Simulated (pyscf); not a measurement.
A first-order saddle from PySCF, ωB97X-D3(BJ)/def2-SVP:

```
Si
F 1 1.7782
C 2 1.6495 1 85.89
H 3 1.1030 2 96.86 1 64.32
H 3 1.1084 4 116.90 2 101.71
H 1 1.4807 2 100.96 3 96.03
H 1 1.4899 6 112.25 5 -156.10
H 1 1.4918 6 110.15 5 86.92
```
Charge 0, spin multiplicity 1.

Surface: singlet, charge 0. Lowest wavenumbers (cm⁻¹): 447i, 169, 434, 460, 642.

Problem. Name the species on either side of this saddle.

Solution. `[F][SiH3]` + `[CH2]` [singlet] <-> `[F][CH2][SiH3]`, an insertion read from left to right: F–Si broken and C–F, C–Si formed. At CCSD(T)/def2-TZVPP + ΔMP2(QZVPP) it lies +15.6 kcal/mol from the left side and +78.9 kcal/mol from the right (each side as separated species at their lowest minima found). CH₂ [singlet] is an excited spin state, 8.9 kcal/mol over the triplet at ωB97X-D3(BJ). One saddle was located; it need not be the lowest between these sides. A restricted singlet here is unstable towards spin polarisation, as is usual where a triplet lies low; its energy is less safe. The CCSD(T) − MP2 part came from Ansatz, without density fitting, on the same reference.
